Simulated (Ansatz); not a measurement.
fcc Sr

The numbers are results of r²SCAN (Ansatz, a program for electronic structure, plane waves, PAW), not measurements.

Numerical settings: plane-wave cutoff 500 eV, 3×3×3 k mesh, Fermi–Dirac smearing 0.1 eV, cell of 256 sites, scalar-relativistic PAW data made under PBE.

Cell: relaxed at this level.

| Item | Value |
|---|---|
| vacancy formation energy before relaxation | 1.16 eV |

Note: energies are extrapolated to zero smearing, and mesh and cell size move such values by some hundredths of an eV or more.

Static lattice: no zero-point or thermal effects.
